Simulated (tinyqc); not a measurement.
CIS on RHF in the sto-6g basis, frozen core, for HF, spin multiplicity 1, step by step. One step of it, computed by the program tinyqc.

Task: CIS matrix, triplets. A(ia,jb) = (e_a - e_i) d_ij d_ab - (ij|ab).

orbital energies (hartree): [-26.246233, -1.459712, -0.563444, -0.471473, -0.471473, 0.522393]

Two-electron integrals over orbitals (pq|rs), unique and non-zero (hartree); the lowest 1 orbital is frozen and left out:
```
(22|22) 0.863562    (32|22) -0.030964   (32|32) 0.152949    (33|22) 0.741932
(33|32) -0.037573   (33|33) 0.741677    (42|42) 0.184157    (43|42) -0.038275
(43|43) 0.043853    (44|22) 0.886134    (44|32) -0.075688   (44|33) 0.734905
(44|44) 0.998085    (52|52) 0.184157    (53|52) -0.038275   (53|53) 0.043853
(54|54) 0.053789    (55|22) 0.886134    (55|32) -0.075688   (55|33) 0.734905
(55|44) 0.890506    (55|55) 0.998085    (62|22) -0.119101   (62|32) -0.056023
(62|33) -0.033257   (62|44) -0.116315   (62|55) -0.116315   (62|62) 0.094584
(63|22) -0.187685   (63|32) 0.092418    (63|33) -0.115254   (63|44) -0.210323
(63|55) -0.210323   (63|62) 0.052015    (63|63) 0.192368    (64|42) -0.038454
(64|43) -0.017287   (64|64) 0.030610    (65|52) -0.038454   (65|53) -0.017287
(65|65) 0.030610    (66|22) 0.670260    (66|32) 0.064548    (66|33) 0.667816
(66|44) 0.644291    (66|55) 0.644291    (66|62) -0.064642   (66|63) -0.015515
(66|66) 0.708319
```

Give: CIS matrix A, triplet.

Result:

CIS matrix A, triplet (hartree), order 2>6, 3>6, 4>6, 5>6:
```
[[1.3118, -0.0645, 0.0000, 0.0000],
 [-0.0645, 0.4180, 0.0000, 0.0000],
 [0.0000, 0.0000, 0.3496, 0.0000],
 [0.0000, 0.0000, 0.0000, 0.3496]]
```
